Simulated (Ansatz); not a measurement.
System: F, net charge -1, singlet state.

Basis-set convergence of Hartree-Fock and CCSD correlation energies (hartree) with Ansatz (a first-principles code). Correlated levels leave the core frozen unless marked. Spin-orbit coupling is left out. No relativistic terms. This anion needs diffuse functions, which these sets lack.

```csv
basis,functions,E(HF),"E(corr, CCSD)"
def2-SVP,14,-99.28049,-0.19265
def2-TZVPP,31,-99.44318,-0.27095
def2-QZVPP,57,(withheld),(withheld)
```

Complete the blanks.


- def2-QZVPP, E(HF): -99.45518
- def2-QZVPP, E(corr, CCSD): -0.29975
